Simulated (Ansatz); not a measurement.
Chalcopyrite ZnSnAs₂, treated with HSE06 in Ansatz (plane waves, PAW).

Numerical settings: plane-wave cutoff 460 eV, 6×6×6 k mesh, Fermi–Dirac smearing 0.01 eV, scalar-relativistic PAW data made under PBE.

Computed at the level's own relaxed cell.

Q: Predict the band gap, equilibrium lattice constant a and c axis length.

A: 
- band gap = 0.67 eV (on the SCF k mesh)
- equilibrium lattice constant a = 5.885 Å
- c axis length = 11.789 Å

Measured, for comparison: band gap 0.75 eV (temperature not stated, not corrected to a static lattice, direct or pseudo-direct at Γ, our sources range from 0.65 to 0.75; as tabulated in Ghosh et al. (2024), arXiv:2401.16805).

Spin–orbit coupling is not included.

Static lattice: no zero-point or thermal effects.

Ansatz is a quantum-chemistry and plane-wave program.
